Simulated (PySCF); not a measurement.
**Static response to an electric field**

Compound: C5H5Cl.
Geometry (GFN2-xTB, Å), atoms numbered from 1 in this order:
```
atom  x, y, z in Å
C1    -1.8761   -0.1728    0.0193
C2    -0.5082    0.3226    0.1559
C3     0.3628    1.2599    0.5002
C4     0.8987    0.0229   -0.0378
C5     1.8871   -0.7507   -0.4060
Cl6    3.5504   -0.2265   -0.2732
H7    -2.5965    0.5686    0.3605
H8    -2.0743   -0.4174   -1.0244
H9    -1.9942   -1.0876    0.6005
H10    0.5763    2.2250    0.8887
H11    1.7795   -1.7414   -0.8097
```

Level: PBE0/def2-SVPD (PySCF), static field, nuclei fixed, core orbitals frozen in the response. The polarisability tensor in these axes (au):

```
x   103.90  -5.46  -5.01
y    -5.46  66.68   7.77
z    -5.01   7.77  51.99
```

Task: Diagonalise the tensor; give its mean and Δα, where Δα² is half the sum of the squared differences of the eigenvalues.

Result: Principal values 48.53, 68.65 and 105.39 au; mean 74.19 au = 10.99 Å³ = 12.23 × 10⁻⁴⁰ C²·m²/J; Δα = 49.94 au (67 % of the mean).

Task: What is the dipole moment, and where does it point?

Result: (-4.42, 0.63, 0.48) D, 4.49 D in size, pointing from the negative to the positive side. Measured along this direction, the outermost atoms are Cl6 at the negative end and H7 at the positive end.

Task: In TDDFT the mean static polarisability is Σ f/ω² over all singlet excitations (ω in hartree). How much of it do the 6 lowest give? Their energies (eV) and oscillator strengths: 4.31, 0.0208; 5.37, 0.0009; 5.50, 0.0018; 6.41, 0.0061; 6.50, 0.0027; 6.54, 0.0000.

Result: They add up to 1.05 au, 1.4 % of the 74.19 au; the largest single term is 0.83 au, from the state at 4.31 eV. Terms in order: 0.83, 0.02, 0.04, 0.11, 0.05, 0.00 au. Higher excitations give the rest. The strengths listed sum to 0.032.

Task: Estimate the molar refractivity from the static electronic polarisability.

Result: Lorentz–Lorenz: R = (4π/3)N_A α = 2.5225 cm³/(mol·Å³) × 10.99 Å³ = 27.7 cm³/mol, in the limit of long wavelengths.

Task: Refractivity n − 1 of an ideal gas of it at 350 K and 1 atm, from the electronic α?

Result: N = p/kT = 2.0968 × 10¹⁹ cm⁻³, so n − 1 = 2π × N × 10.99 × 10⁻²⁴ cm³ = 1448 × 10⁻⁶ at long wavelengths, for an ideal gas.

Task: What depolarisation ratio follows for Rayleigh scattering of linearly polarised light, taking the static tensor?

Result: ρ = 3Δα²/(45ᾱ² + 4Δα²) = 7481.7/(247685 + 9975.6) = 0.029.

Isolated species at its GFN2-xTB geometry, gas phase.

The run behind these numbers computed excited states as well. Hardware: one thread of an Arm Neoverse V1, shared host with 32 logical CPUs at a one-minute load of 22. Cost: 19 s (with the writing of density and orbital grids), 0.71 GiB resident at most.
